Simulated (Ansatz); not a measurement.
**Relaxing Sn₂C**

Theory: DFT PBE, scalar-relativistic, plane waves, PAW in Ansatz. Cutoff 420 eV, Γ-centred k mesh, Gaussian smearing, no spin polarisation in the final step.

The start puts Sn₂C on the sites of a reported Ti2Pd cell (I4/mmm, No. 139), with C in place of Pd, Sn in place of Ti, at a guessed volume.

```
CELL_PARAMETERS angstrom
-1.70599 1.70599 5.55080
1.70599 -1.70599 5.55080
1.70599 1.70599 -5.55080
ATOMIC_POSITIONS crystal
Sn 0.34000 0.34000 0.00000
Sn 0.66000 0.66000 0.00000
C 0.00000 0.00000 0.00000
```

Cell and atoms relax at zero pressure; the relaxation can't lower the symmetry of the start. After a coarse first stage the cell is made exact in the group found at 0.06 Å.

The zero of energy is the elements' standard structures at the same level; no fitted shifts are applied.

Problem. Which crystal results?

Solution. It keeps I4/mmm (No. 139). Conventional cell: a = 3.164 Å, c = 12.085 Å. Around Sn lie 4 C at 2.67 Å, 1 Sn at 2.91 Å and 4 Sn at 3.16 Å; around C lie 8 Sn at 2.67 Å and 4 C at 3.16 Å.

```cif
data_structure
_symmetry_space_group_name_H-M 'I4/mmm'
_symmetry_Int_Tables_number 139
_cell_length_a 3.1638
_cell_length_b 3.1638
_cell_length_c 12.0854
_cell_angle_alpha 90.000
_cell_angle_beta 90.000
_cell_angle_gamma 90.000
_cell_volume 120.97
loop_
_atom_site_label
_atom_site_type_symbol
_atom_site_symmetry_multiplicity
_atom_site_Wyckoff_symbol
_atom_site_fract_x
_atom_site_fract_y
_atom_site_fract_z
_atom_site_occupancy
Sn1 Sn 4 e 0.00000 0.00000 0.37957 1
C1 C 2 a 0.00000 0.00000 0.00000 1
```

Problem. What are its volume, energy, density and gap?

Solution. The volume per atom is 20.16 Å³. The density is 6.85 g/cm³, the energy over the elements is 1.29 eV/atom and the gap on the 20×20×20 mesh is 0 eV (a metal).

The final run used a 20×20×20 mesh on its 3-atom cell and 0.10 eV smearing. For metals, differences of a few meV/atom aren't resolved. A structure relaxed within its symmetry needn't be a true minimum. The steps took roughly 4 core-minutes in all.